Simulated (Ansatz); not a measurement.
Born–Oppenheimer molecular dynamics of C2H4ClF (8 atoms, charge 0, multiplicity 1). It starts at the highest image of a converged band. Of that band: Neighbouring images differ by up to 3.3 eV, so the band resolves the path poorly. A vibrational analysis at the climbing image gives one clearly imaginary mode, 2029i cm⁻¹: a first-order saddle point.

These are results of Ansatz, RHF/def2-SVP, not measurements.

| Quantity | Value |
| --- | --- |
| ensemble | NVE (velocity Verlet) |
| time step | 0.5 fs |
| steps asked | 200 |
| starting velocities drawn for | 300 K |
| seed | 10947 |

First frame:

```xyz
8
Properties=species:S:1:pos:R:3
F -1.173 -0.700 1.131
C 0.454 -0.505 0.021
Cl 0.323 -1.800 -1.060
H 1.038 -0.721 0.900
C 0.032 0.790 -0.308
H 0.520 1.597 0.226
H -0.260 0.980 -1.332
H -0.935 0.359 0.422
```

Task: How far do the bonds stretch over the last three quarters of this one trajectory? (Pairs bonded in most of those frames.)

Result: 
```
  bond  mean (Å)  spread (Å)  shortest  longest
 F1–C2     1.469       0.216      1.09     1.90
C2–Cl3     1.795       0.103      1.61     1.97
 C2–H4     1.096       0.046      1.02     1.17
 C2–C5     1.611       0.176      1.29     1.96
 C5–H6     1.094       0.017      1.06     1.12
 C5–H7     1.091       0.009      1.07     1.11
 C5–H8     1.100       0.045      1.01     1.20
```

Mean temperature of the second half: 2245 K. The conserved energy stayed within 1.1 meV per atom of its start (net change 0.19 meV per atom), so the integration is sound. The system heated up, since it started high on the potential surface and ran downhill. A run of 0.1 ps of so small a system gives no equilibrium averages. The orbitals stay closed-shell, which can raise the energy where a bond breaks towards radicals; this wasn't checked here.

The run took 6.6 min on 1 thread of Arm Neoverse N1, with other jobs on the host, peak memory 0.14 GiB.
